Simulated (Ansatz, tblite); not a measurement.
Forces on the cluster Si3⁺ at its B3LYP-D4/def2-TZVP geometry. The state is a doublet with charge 1.

The xTB rows come from tblite. At B97M-V/def2-TZVP the charge 1 doublet is spin-contaminated (final ⟨S²⟩ up to 1.12, 0.75 for a pure state). The geometry of the doublet was relaxed on an unsound state (⟨S²⟩ 1.10, where a pure state has 0.75). The structure comes from a short search, and lower isomers may exist.

GFN1-xTB (tblite), largest force 1.36 eV/Å:

```xyz
3
positions Å, forces eV/Å
Si   -1.174   -0.043    0.759   -1.087   -0.155    0.722
Si    0.342    1.112   -0.413    0.377    1.230   -0.456
Si    0.832   -1.069   -0.346    0.710   -1.075   -0.267
```

GFN2-xTB (tblite), largest force 2.18 eV/Å:

```
Si -1.837 0.186 1.143
Si 0.398 1.311 -0.483
Si 1.439 -1.497 -0.659
```

B97M-V/def2-TZVP (Ansatz), largest force 0.41 eV/Å:

```
Si 0.339 0.037 -0.223
Si -0.112 -0.361 0.135
Si -0.227 0.324 0.088
```
